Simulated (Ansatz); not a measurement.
Two isomers of C2H4OS2: A = `C=C(O)SS`, B = `CSC(O)=S`.

Program: Ansatz. Geometries: PBE0-D4/def2-TZVP. ΔE: electronic, gas phase. CCSD(T)/CBS is the MP2 limit (def2-TZVPP, def2-QZVPP) plus CCSD(T) − MP2 in def2-TZVPP, frozen cores. DFT in def2-TZVPP. B3LYP here is the variant with VWN-RPA as its local correlation; programs differ in this. One conformer a species, not always the lowest.

Which is lower in electronic energy at CCSD(T)/CBS, and by how much? (Best estimate.)

Ansatz gave: B, by 37.0 kJ/mol.

Give E(B) − E(A) in kJ/mol with ωB97M-V, B3LYP-D4, B2PLYP, MP2/def2-TZVPP, HF/def2-TZVPP, PBE-D4, r2SCAN-D4. (An estimate is asked.)

The calculation gave: ωB97M-V -35.2, B3LYP-D4 -36.1, B2PLYP -42.3, MP2/def2-TZVPP -49.8, HF/def2-TZVPP -31.5, PBE-D4 -40.0, r2SCAN-D4 -45.0. None reverses the order clearly.

Largest T1 diagnostic: 0.016.

In def2-TZVPP, CCSD(T) changes the Hartree–Fock value by −8.6 kJ/mol (the triples alone add −4.5 kJ/mol) and MP2 by −18.3 kJ/mol.
